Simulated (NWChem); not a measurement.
The numbers come from NWChem runs, not from measurements. System: methanol (CH₄O), charge 0, spin multiplicity 1, at a geometry optimised with B3LYP/def2-SVP. Level: CCSD(T)/cc-pVDZ, 2 core orbitals frozen.

Job file:

```
start mol
memory heap 100 mb stack 700 mb global 1900 mb
geometry units angstroms nocenter noautoz
  C      0.612545    -0.231443     0.000000
  O     -0.665018     0.358273     0.000000
  H      0.806551    -0.855807     0.895964
  H      1.354776     0.581936     0.000000
  H      0.806551    -0.855807    -0.895964
  H     -1.323004    -0.347844     0.000000
  symmetry group Cs
end
basis spherical
  * library cc-pvdz
end
scf
  rhf
  nopen 0
  maxiter 100
  thresh 1e-7
  semidirect memsize 60000000 filesize 0
end
ccsd
  freeze core 2
  maxiter 60
end
task ccsd(t) energy
```

Output (cleaned and shortened):

```
             Northwest Computational Chemistry Package (NWChem) 7.3.0
             --------------------------------------------------------

                                NWChem Input Module
                                -------------------

 Scaling coordinates for geometry "geometry" by  1.889725989
 (inverse scale =  0.529177249)

 Turning off AUTOSYM since
 SYMMETRY directive was detected!

                             Geometry "geometry" -> ""
                             -------------------------

 Output coordinates in angstroms (scale by  1.889725989 to convert to a.u.)

  No.       Tag          Charge          X              Y              Z
 ---- ---------------- ---------- -------------- -------------- --------------
    1 C                    6.0000     0.61254500    -0.23144300     0.00000000
    2 O                    8.0000    -0.66501800     0.35827300     0.00000000
    3 H                    1.0000     0.80655100    -0.85580700     0.89596400
    4 H                    1.0000     1.35477600     0.58193600     0.00000000
    5 H                    1.0000     0.80655100    -0.85580700    -0.89596400
    6 H                    1.0000    -1.32300400    -0.34784400     0.00000000

 Effective nuclear repulsion energy (a.u.)      40.3081485967

            Nuclear Dipole moment (a.u.)
            ----------------------------
        X                 Y               Z
 ---------------- ---------------- ----------------
    -0.0000000000     0.0000075589     0.0000000000

      Symmetry information
      --------------------

 Group name             Cs
 Group number              2
 Group order               2
 No. of unique centers     5

      Symmetry unique atoms

     1    2    3    4    6


 Summary of "ao basis" -> "" (spherical)
 ------------------------------------------------------------------------------
       Tag                 Description            Shells   Functions and Types
 ---------------- ------------------------------  ------  ---------------------
 *                          cc-pvdz                   on all atoms

 Summary of "ao basis" -> "ao basis" (spherical)
[...]
 ccsd(t): done        9 out of       39 progress:   23.1%
 ccsd(t): done       10 out of       39 progress:   25.6%
 ccsd(t): done       11 out of       39 progress:   28.2%
 ccsd(t): done       12 out of       39 progress:   30.8%
 ccsd(t): done       13 out of       39 progress:   33.3%
 ccsd(t): done       14 out of       39 progress:   35.9%
 ccsd(t): done       15 out of       39 progress:   38.5%
 ccsd(t): done       16 out of       39 progress:   41.0%
 ccsd(t): done       17 out of       39 progress:   43.6%
 ccsd(t): done       18 out of       39 progress:   46.2%
 ccsd(t): done       19 out of       39 progress:   48.7%
 ccsd(t): done       20 out of       39 progress:   51.3%
 ccsd(t): done       21 out of       39 progress:   53.8%
 ccsd(t): done       22 out of       39 progress:   56.4%
 ccsd(t): done       23 out of       39 progress:   59.0%
 ccsd(t): done       24 out of       39 progress:   61.5%
 ccsd(t): done       25 out of       39 progress:   64.1%
 ccsd(t): done       26 out of       39 progress:   66.7%
 ccsd(t): done       27 out of       39 progress:   69.2%
 ccsd(t): done       28 out of       39 progress:   71.8%
 ccsd(t): done       29 out of       39 progress:   74.4%
 ccsd(t): done       30 out of       39 progress:   76.9%
 ccsd(t): done       31 out of       39 progress:   79.5%
 ccsd(t): done       32 out of       39 progress:   82.1%
 ccsd(t): done       33 out of       39 progress:   84.6%
 ccsd(t): done       34 out of       39 progress:   87.2%
 ccsd(t): done       35 out of       39 progress:   89.7%
 ccsd(t): done       36 out of       39 progress:   92.3%
 ccsd(t): done       37 out of       39 progress:   94.9%
 ccsd(t): done       38 out of       39 progress:   97.4%
 ccsd(t): done       39 out of       39 progress:  100.0%
 Time for integral evaluation pass     1        0.93
 Time for triples evaluation pass      1        0.57

 pseudo-e(mp4)  -0.80824859328867E-02
 pseudo-e(mp5)   0.29440713368170E-03
        e(t)    -0.77880787992050E-02

 --------------
 CCSD(T) Energy
 --------------
 Reference energy:                    -115.048757323848918

 CCSD corr. energy:                     -0.364025444765907
 T(CCSD) corr. energy:                  -0.008082485932887
 Total CCSD+T(CCSD) energy:           -115.420865254547707

 CCSD corr. energy:                     -0.364025444765907
 (T) corr. energy:                      -0.007788078799205
 Total CCSD(T) energy:                -115.420570847414027

 routine      calls  cpu(0)   cpu-min  cpu-ave  cpu-max   i/o
 aoccsd          1     0.01     0.01     0.01     0.01    0.00
 iterdrv         1     0.01     0.01     0.01     0.01    0.00
 pampt          11     0.03     0.03     0.03     0.03    0.00
 t2pm           11     0.04     0.04     0.04     0.04    0.00
 sxy            11     0.17     0.17     0.17     0.17    0.00
 ints       990000     8.73     8.73     8.73     8.73    0.00
 t2eri        3300     0.98     0.98     0.98     0.98    0.00
 idx2         3300     0.21     0.21     0.21     0.21    0.00
 idx34          11     0.02     0.02     0.02     0.02    0.00
 ht2pm          11     0.05     0.05     0.05     0.05    0.00
 itm            11     0.19     0.19     0.19     0.19    0.00
 pdiis          11     0.01     0.01     0.01     0.01    0.00
 triples         1     0.00     0.00     0.00     0.00    0.00
 rdtrpo          1     0.00     0.00     0.00     0.00    0.00
 trpmos          1     0.93     0.93     0.93     0.93    0.00
 trpdrv          1     0.09     0.09     0.09     0.09    0.00
 dovvv       15288     0.18     0.18     0.18     0.18    0.00
 doooo       15288     0.05     0.05     0.05     0.05    0.00
 tengy       13377     0.24     0.24     0.24     0.24    0.00
 Total                11.94    11.94    11.94    11.94    0.00

 Task  times  cpu:       12.9s     wall:       12.9s

 Total times  cpu:       12.9s     wall:       12.9s
```
